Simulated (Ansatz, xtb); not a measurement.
**C3N: where a starting geometry ends**

The starting geometry of this gas-phase doublet has its atoms placed at random.

```xyz
4

C     1.0326   -1.5489   -0.3795
C     0.9726   -0.1826    1.5540
C     0.4060   -0.0226   -0.5389
N    -0.5142   -1.3992   -0.8553
```

**Question.** Guess where an optimisation with r2SCAN-D4/def2-SVP ends from this start.

**Answer.** It ends as a structure given below by its coordinates. Distances that change by over a tenth: C1–C3 (1.66 → 1.48 Å), C1–N4 (1.63 → 1.38 Å). Contacts that close: C1–C2 (2.37 → 1.46 Å), C2–C3 (2.17 → 1.46 Å), C3–N4 (1.69 → 1.38 Å).

The energy falls by 7.78 eV over 8 steps:

| step | E − E(last) (eV) |
| --- | --- |
| 1 | 7.782 |
| 2 | 4.486 |
| 3 | 1.889 |
| 4 | 0.446 |
| 5 | 0.074 |
| 6 | 0.001 |
| 7 | 0.001 |
| 8 | 0.000 |

Final geometry (Å):

```json
{"atom": "C", "x (Å)": "0.7984", "y (Å)": "-1.4484", "z (Å)": "0.0133"}
{"atom": "C", "x (Å)": "1.0865", "y (Å)": "-0.3438", "z (Å)": "0.9159"}
{"atom": "C", "x (Å)": "0.1273", "y (Å)": "-0.1448", "z (Å)": "-0.1606"}
{"atom": "N", "x (Å)": "-0.1152", "y (Å)": "-1.2164", "z (Å)": "-0.9883"}
```

From the same start GFN2-xTB ends elsewhere, at `[C]#C[N+]#[C-]`.

From so rough a start the end depends on the optimiser's path, so another program may land elsewhere. No frequencies were run, so the end isn't proven a minimum. Open shells are spin-unrestricted. Run with Ansatz 0.2.0, 54 s on 1 thread of Arm Neoverse V2 (shared host).
